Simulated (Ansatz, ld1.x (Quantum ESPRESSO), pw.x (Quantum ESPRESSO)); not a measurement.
Equation-of-state test of one RRKJ potential (Ce (Z = 58))

cerium (Ce), norm-conserving RRKJ (Kleinman–Bylander form), made with ld1.x (Quantum ESPRESSO) 7.5 (PBEsol, scalar-relativistic). Core [Xe], reference 4f1 5d1 6s2 6p0. Waves: 6p (bound, empty): rc 4.20 bohr; 5d (bound): rc 3.60 bohr; 4f (bound): rc 1.55 bohr; 6s (bound): rc 3.95 bohr. Local part: the s channel. Core correction: Bessel-smoothed model core inside 1.05 bohr.

Atomic tests: cutoffs needed: 90 Ry and 110 Ry (the cutoffs (Ry, on a coarse ladder) from which the occupation-weighted sum of valence levels, in a spherical-Bessel basis at the reference potential, stays within 10 and 1 mRy of its value at 400 Ry); ghost test: no extra level below or beside the all-electron valence levels (p, d, f, s tested) (spherical-Bessel basis up to 400 Ry, 20 bohr box); largest excitation error: -1078 meV (all-electron minus pseudo) for 4f2 5d0 6s1 6p0, out of 7 test configurations.

Crystal test: fcc Ce in pw.x 7.5, no spin, 12³ k-points, Fermi–Dirac smearing 0.01 Ry, cutoffs 135/540 Ry. The reference is all-electron LAPW (Ansatz 0.2.0) with the same functional, mesh and smearing; V0 and B0 come from Birch–Murnaghan fits to the pressures at five volumes. Errors are pseudo minus all-electron; Δ is the rms difference of the E(V) curves that follow from these fits, minima aligned, over ±6 % about the mean V0. Mesh and smearing are coarse, so the numbers serve the comparison and aren't converged zero-temperature values; the lattice is a test structure that the element need not adopt. Spin polarisation and strong correlation are left out, which matters for this element.

All-electron: a0 = 4.605 Å (V0 = 24.42 Å³/atom), B0 = 43.6 GPa.

Problem. How far does the potential miss the all-electron equation of state?

Solution. mean pressure error (GPa): +5.48. The pressure does not cross zero within the volumes sampled, so no fit is given. The largest radius (4.20 bohr) exceeds half the bond length (3.08 bohr), so the spheres overlap, which is one possible source of error among others. This is a poor potential for the solid.

| V (Å³/atom) | P all-electron (GPa) | P pseudo (GPa) |
| --- | --- | --- |
| 23.156 | 2.62 | 8.06 |
| 23.766 | 1.25 | 6.78 |
| 24.375 | 0.07 | 5.61 |
| 24.984 | -0.95 | 4.54 |
| 25.594 | -1.84 | 3.56 |

Problem. At the middle volume, how do free energy and pressure move when the wave cutoff is lowered (ecutrho kept at four times it)?

Solution.

| cutoff (Ry) | shift of F (meV/atom) | shift of P (GPa) |
| --- | --- | --- |
| 61 | +2691.9 | -60.62 |
| 81 | +125.2 | -9.48 |
| 108 | +11.7 | -0.27 |

Input at the middle volume:

```
&control
  calculation='scf', prefix='x', pseudo_dir='./', outdir='./tmp', tstress=.true., disk_io='none'
/
&system
  ibrav=0, nat=1, ntyp=1, ecutwfc=135, ecutrho=540, nbnd=9,
  occupations='smearing', smearing='fd', degauss=0.01
/
&electrons
  conv_thr=1e-09, mixing_beta=0.4, electron_maxstep=70
/
ATOMIC_SPECIES
Ce 1.0 Ce.UPF
CELL_PARAMETERS angstrom
  0.00000000 2.30129102 2.30129102
  2.30129102 0.00000000 2.30129102
  2.30129102 2.30129102 0.00000000
ATOMIC_POSITIONS crystal
Ce 0.0000 0.0000 0.0000
K_POINTS automatic
12 12 12 0 0 0
```

```bash
pw.x < Ce.scf.in > Ce.scf.out
```

Lines of the output:

```
Message from routine setup:
     using ibrav=0 with symmetry is DISCOURAGED, use correct ibrav instead
     lattice parameter (alat)  =       6.1501  a.u.
     unit-cell volume          =     164.4907 (a.u.)^3
     number of electrons       =         4.00
     number of Kohn-Sham states=            9
     kinetic-energy cutoff     =     135.0000  Ry
     charge density cutoff     =     540.0000  Ry
     scf convergence threshold =      1.0E-09
     Exchange-correlation= PBESOL
     number of k points=    72  Fermi-Dirac smearing, width (Ry)=  0.0100
     iteration #  1     ecut=   135.00 Ry     beta= 0.40
     total energy              =     -68.35093092 Ry
     estimated scf accuracy    <       0.12804255 Ry
     iteration #  2     ecut=   135.00 Ry     beta= 0.40
     total energy              =     -68.37643035 Ry
     estimated scf accuracy    <       0.08272844 Ry
     iteration #  3     ecut=   135.00 Ry     beta= 0.40
     negative rho (up, down):  2.472E-05 0.000E+00
     total energy              =     -68.39144355 Ry
     estimated scf accuracy    <       0.00416138 Ry
     iteration #  4     ecut=   135.00 Ry     beta= 0.40
     total energy              =     -68.38953290 Ry
     estimated scf accuracy    <       0.03557880 Ry
     iteration #  5     ecut=   135.00 Ry     beta= 0.40
     total energy              =     -68.39506503 Ry
     estimated scf accuracy    <       0.00015870 Ry
     iteration #  6     ecut=   135.00 Ry     beta= 0.40
     total energy              =     -68.39519563 Ry
     estimated scf accuracy    <       0.00107329 Ry
     iteration #  7     ecut=   135.00 Ry     beta= 0.40
     total energy              =     -68.39515204 Ry
     estimated scf accuracy    <       0.00027754 Ry
     iteration #  8     ecut=   135.00 Ry     beta= 0.40
     total energy              =     -68.39519217 Ry
     estimated scf accuracy    <       0.00000049 Ry
     iteration #  9     ecut=   135.00 Ry     beta= 0.40
     c_bands:  1 eigenvalues not converged
     total energy              =     -68.39519441 Ry
     estimated scf accuracy    <       0.00000065 Ry
     iteration # 10     ecut=   135.00 Ry     beta= 0.40
     total energy              =     -68.39519444 Ry
     estimated scf accuracy    <       0.00000062 Ry
     iteration # 11     ecut=   135.00 Ry     beta= 0.40
     total energy              =     -68.39519444 Ry
     estimated scf accuracy    <       0.00000091 Ry
     iteration # 12     ecut=   135.00 Ry     beta= 0.40
     total energy              =     -68.39519453 Ry
     estimated scf accuracy    <       0.00000072 Ry
     iteration # 13     ecut=   135.00 Ry     beta= 0.40
     total energy              =     -68.39519380 Ry
     estimated scf accuracy    <       0.00000123 Ry
     iteration # 14     ecut=   135.00 Ry     beta= 0.40
     total energy              =     -68.39519431 Ry
     estimated scf accuracy    <       0.00000175 Ry
     iteration # 15     ecut=   135.00 Ry     beta= 0.40
     total energy              =     -68.39519425 Ry
     estimated scf accuracy    <       0.00000042 Ry
     iteration # 16     ecut=   135.00 Ry     beta= 0.40
     the Fermi energy is     8.7327 ev
!    total energy              =     -68.39519432 Ry
     estimated scf accuracy    <          8.8E-10 Ry
     smearing contrib. (-TS)   =      -0.01127262 Ry
     The total energy is F=E-TS. E is the sum of the following terms:
     one-electron contribution =       6.50250571 Ry
     hartree contribution      =       0.16664674 Ry
     xc contribution           =     -66.61883614 Ry
     ewald contribution        =      -8.43423801 Ry
     convergence has been achieved in  16 iterations
          total   stress  (Ry/bohr**3)                   (kbar)     P=       56.08
     Message from routine punch:
     Nothing written, as per user request (disk_io='none')
```

The run at the middle volume (72 k-points, 16 iterations) took about 70 s on one core of a shared host (Neoverse-V1, 32 threads, 247 GiB, load 25).
